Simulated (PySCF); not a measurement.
Homolysis of single bonds, series Sn NH2-H. Isolated molecules, 0 K electronic values unless said otherwise. One relaxed conformer stands for each flexible species; it need not be the lowest. Strings in code marks are SMILES.

The highest occupied spin orbital from two functionals at the same geometries (B3LYP-D3(BJ)/def2-TZVP), both in PySCF: PBE-D3(BJ)/def2-TZVP and B3LYP-D3(BJ)/def2-TZVP. B3LYP has the VWN-RPA correlation part, as in Gaussian. 

```json
[
 {"species": "radical fragment (`[NH2]`)", "PBE-D3(BJ)/def2-TZVP (eV)": "-7.05", "B3LYP-D3(BJ)/def2-TZVP (eV)": "-8.43"},
 {"species": "radical fragment (`[SnH]([NH2])[NH2]`)", "PBE-D3(BJ)/def2-TZVP (eV)": "-4.39", "B3LYP-D3(BJ)/def2-TZVP (eV)": "-5.32"},
 {"species": "radical fragment (`[NH2][SnH2]`)", "PBE-D3(BJ)/def2-TZVP (eV)": "-4.64", "B3LYP-D3(BJ)/def2-TZVP (eV)": "-5.52"},
 {"species": "radical fragment (`[SnH3]`)", "PBE-D3(BJ)/def2-TZVP (eV)": "-5.17", "B3LYP-D3(BJ)/def2-TZVP (eV)": "-5.94"}
]
```

Over these rows, drawn at random from the members with no instability flagged (it was tested for open shells, ions and some series alone), PBE minus B3LYP-D3(BJ): mean +0.99 eV, from +0.77 eV to +1.38 eV.
